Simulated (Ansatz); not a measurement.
Relaxed structures of AlBNH4, doublet (PBE0-D4/def2-TZVP; forces vanish, vibrations not checked; lower isomers may exist, and structures with a doubtful reference or unclear bonds are left out; Å). Ansatz 0.2.0; basis: def2-TZVPP; cores frozen in the correlated methods; orbitals are unrestricted.

Rank them by CCSD(T) energy, lowest first, and give each one's height above the lowest. Links in brackets join atoms within 1.22 times the sum of their covalent radii (1.1 for two metals). (Judge from chemistry; the value comes from the calculation.)
A.
AlBNH₄ ([NH2][BH][AlH])
```
7
angstrom
N -1.0717 0.3436 -0.5939
B 0.0376 0.4045 0.2422
Al 1.8531 -0.6926 0.0646
H -1.1654 -0.2861 -1.3723
H -1.8772 0.9367 -0.4718
H -0.0055 1.2308 1.1203
H 2.2292 -1.9368 1.0110
```
B.
AlBNH₄ ([BH][AlH][NH2])
```
7
angstrom
N -1.2169 0.3475 -0.7170
B 1.6476 -0.8856 0.4352
Al 0.1100 0.4711 0.4502
H -1.3142 -0.3533 -1.4327
H -1.9934 0.9879 -0.7499
H 0.0915 1.6505 1.5100
H 2.5572 -1.6490 0.4629
```
C.
AlBNH₄ ([BH]1[NH][AlH2]1)
```
7
angstrom
N 0.0685 -0.0210 -0.4125
B -0.2361 0.5763 0.7460
Al 1.6204 -0.7227 0.3572
H -0.4341 -0.0144 -1.2903
H 2.9742 0.0513 0.0855
H -1.0053 1.2636 1.3319
H 1.5550 -2.2150 0.8809
```

By the calculation: C (0.0 kJ/mol), A (30.0 kJ/mol), B (125.3 kJ/mol). Heights count from the lowest.

The T1 diagnostic stays at or below 0.018. ⟨S²⟩ of the unrestricted Hartree–Fock references: 0.76 to 0.77 (a pure state has 0.75).

For scale, one of the runs: CCSD(T)/def2-TZVPP, 160 basis functions, launched by `ansatz run in.yaml --threads 2 --pin off --events-out ev --progress --plain --max-ram 4352MiB`. Hardware: 2 CPU threads of an Arm Neoverse V2, shared host. Wall time 42 s; peak host memory 2.6 GiB.
